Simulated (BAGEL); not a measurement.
**H3NO (hydroxylamine): HF/def2-TZVPP (density fitting with cc-pvqz-jkfit)**

What is the vertical singlet–triplet gap of H3NO (hydroxylamine) at HF/def2-TZVPP (density fitting with cc-pvqz-jkfit)? 

The results are computed with BAGEL 1.2.2.

2 further runs of the same task are left out: 2 set aside as unsound or not needed.

## Step 1: The system as given

H3NO: 5 atoms, total charge 0, spin state singlet. SMILES: `NO`. The coordinates come from a PBE0-D4/def2-TZVP relaxation. This is one conformer, not always the lowest.

Bond lengths: N1–O2 1.422 Å, N1–H3 1.016 Å, N1–H4 1.016 Å, O2–H5 0.960 Å. Angles: N1–O2–H5 102.8°, O2–N1–H3 104.5°, O2–N1–H4 104.5°, H3–N1–H4 106.0°.

## Step 2: A single-point energy at HF/def2-TZVPP (density fitting with cc-pvqz-jkfit)

Input file calc.json:

```json
{ "bagel" : [

{
  "title" : "molecule",
  "basis" : "tzvpp",
  "df_basis" : "cc-pvqz-jkfit",
  "angstrom" : true,
  "geometry" : [
    { "atom" : "N", "xyz" : [      -0.165120,      -0.361290,      -0.321170 ] },
    { "atom" : "O", "xyz" : [       0.364460,       0.666040,       0.508060 ] },
    { "atom" : "H", "xyz" : [      -0.162690,      -1.190020,       0.266770 ] },
    { "atom" : "H", "xyz" : [      -1.141650,      -0.109840,      -0.446210 ] },
    { "atom" : "H", "xyz" : [       1.105010,       0.995100,      -0.007440 ] }
  ]
},

{ "title" : "hf" },

{ "title" : "print", "file" : "orbitals.molden", "orbitals" : true }

]}
```

Launch:

```sh
$ BAGEL_NUM_THREADS=1 BAGEL calc.json > calc.out
```

Output:

```text
* using 1 threads per process

  ===============================================================
  ===============================================================

  *** Geometry ***

  { "atom" : "N", "xyz" : [     -0.312032,     -0.682739,     -0.606923 ] },
  { "atom" : "O", "xyz" : [      0.688730,      1.258633,      0.960094 ] },
  { "atom" : "H", "xyz" : [     -0.307440,     -2.248812,      0.504122 ] },
  { "atom" : "H", "xyz" : [     -2.157406,     -0.207568,     -0.843215 ] },
  { "atom" : "H", "xyz" : [      2.088166,      1.880466,     -0.014060 ] },

  Number of auxiliary basis functions:      365

  Since a DF basis is specified, we compute 2- and 3-index integrals:
    o Being stored without compression. Storage requirement is 0.032 GB

  Number of basis functions:      104
  Number of electrons      :       18

    * METHOD: MOLECULE                             0.12

  *** RHF ***

  === Nuclear Repulsion ===
    39.5936663937

      * DIIS with orbital gradients will be used.

  === RHF iteration (tzvpp) ===
      0       -130.90310332          0.02180210           0.02
      1       -131.00335219          0.01292221           0.02
      2       -131.04786618          0.00167144           0.02
      3       -131.04886645          0.00073323           0.02
      4       -131.04903324          0.00016432           0.02
      5       -131.04905050          0.00005461           0.02
      6       -131.04905332          0.00001761           0.02
      7       -131.04905365          0.00000587           0.02
      8       -131.04905367          0.00000258           0.02
      9       -131.04905367          0.00000098           0.02
     10       -131.04905367          0.00000035           0.02
     11       -131.04905367          0.00000012           0.02
     12       -131.04905367          0.00000002           0.02
     13       -131.04905367          0.00000001           0.02
    * SCF iteration converged.

    * Permanent dipole moment:
           (    0.120553,     0.197076,     0.131191) a.u.

    * METHOD: HF                                   0.37

    * METHOD: PRINT                                0.02

  ===============================================================
```

Run time: 0.68 s. Hardware: 1 thread of Arm Neoverse V2, shared host.

## Step 3: The triplet at the same level

Input file input.json:

```json
{ "bagel": [

{
  "title": "molecule",
  "basis": "tzvpp",
  "df_basis": "cc-pvqz-jkfit",
  "angstrom": true,
  "geometry": [
    { "atom": "N", "xyz": [   -0.165120,   -0.361290,   -0.321170 ] },
    { "atom": "O", "xyz": [    0.364460,    0.666040,    0.508060 ] },
    { "atom": "H", "xyz": [   -0.162690,   -1.190020,    0.266770 ] },
    { "atom": "H", "xyz": [   -1.141650,   -0.109840,   -0.446210 ] },
    { "atom": "H", "xyz": [    1.105010,    0.995100,   -0.007440 ] }
  ]
},
{
  "title": "uhf",
  "nopen": 2
},
{
  "title": "print",
  "file": "orbitals.molden",
  "orbitals": true
}

]}
```

Launch:

```sh
$ BAGEL_NUM_THREADS=1 BAGEL input.json > input.out
```

Output:

```text
* using 1 threads per process

  ===============================================================
  ===============================================================

  *** Geometry ***

  { "atom" : "N", "xyz" : [     -0.312032,     -0.682739,     -0.606923 ] },
  { "atom" : "O", "xyz" : [      0.688730,      1.258633,      0.960094 ] },
  { "atom" : "H", "xyz" : [     -0.307440,     -2.248812,      0.504122 ] },
  { "atom" : "H", "xyz" : [     -2.157406,     -0.207568,     -0.843215 ] },
  { "atom" : "H", "xyz" : [      2.088166,      1.880466,     -0.014060 ] },

  Number of auxiliary basis functions:      365

  Since a DF basis is specified, we compute 2- and 3-index integrals:
    o Being stored without compression. Storage requirement is 0.032 GB

  Number of basis functions:      104
  Number of electrons      :       18

    * METHOD: MOLECULE                             0.12

  *** Open-shell HF ***

  === Nuclear Repulsion ===
    39.5936663937

      * DIIS with orbital gradients will be used.

  === UHF iteration (tzvpp) ===
      0       -130.59685482          0.04808331           0.05
      1       -130.69599127          0.03612213           0.05
      2       -130.74676326          0.02696916           0.05
      3       -130.80297256          0.00202591           0.05
      4       -130.80458395          0.00114326           0.05
      5       -130.80523219          0.00061429           0.05
      6       -130.80554513          0.00023798           0.05
      7       -130.80562340          0.00013676           0.05
      8       -130.80566216          0.00010246           0.05
      9       -130.80568601          0.00009061           0.05
     10       -130.80572480          0.00006339           0.05
     11       -130.80575022          0.00005074           0.05
     12       -130.80576214          0.00004153           0.05
     13       -130.80577289          0.00003109           0.05
     14       -130.80577777          0.00002022           0.05
     15       -130.80577854          0.00001170           0.05
     16       -130.80577916          0.00001241           0.05
     17       -130.80577937          0.00000792           0.05
     18       -130.80577947          0.00000701           0.05
     19       -130.80577960          0.00000483           0.05
     20       -130.80577967          0.00000346           0.05
     21       -130.80577974          0.00000253           0.05
     22       -130.80577977          0.00000180           0.05
     23       -130.80577979          0.00000157           0.05
     24       -130.80577980          0.00000101           0.05
     25       -130.80577981          0.00000062           0.05
     26       -130.80577981          0.00000038           0.05
     27       -130.80577981          0.00000020           0.05
     28       -130.80577981          0.00000017           0.05
     29       -130.80577981          0.00000007           0.05
     30       -130.80577981          0.00000004           0.05
     31       -130.80577981          0.00000002           0.05
     32       -130.80577981          0.00000001           0.05
    * SCF iteration converged.

    * S^2 (UHF) is 2.0211

    * Permanent dipole moment:
           (    0.506723,     0.742177,     0.427580) a.u.

    * METHOD: UHF                                  1.61

    * METHOD: PRINT                                0.02

  ===============================================================
```

Run time: 1.9 s. Hardware: 1 thread of Arm Neoverse V2, shared host.

## Step 4: What came out

Level: HF/def2-TZVPP (density fitting with cc-pvqz-jkfit).

| quantity | value |
| --- | --- |
| singlet: total energy | -131.04905 Eh |
| singlet: dipole moment | 0.68 D |
| singlet: HOMO energy | -11.59 eV |
| singlet: LUMO energy | 3.66 eV |
| singlet: HOMO–LUMO gap | 15.24 eV |
| triplet: total energy | -130.80578 Eh |
| triplet: dipole moment | 2.53 D |
| triplet: ⟨S²⟩ | 2.021 |
| vertical energy of the triplet above the singlet | 6.620 eV |

At this shape the triplet lies 6.62 eV (639 kJ/mol) above the singlet.
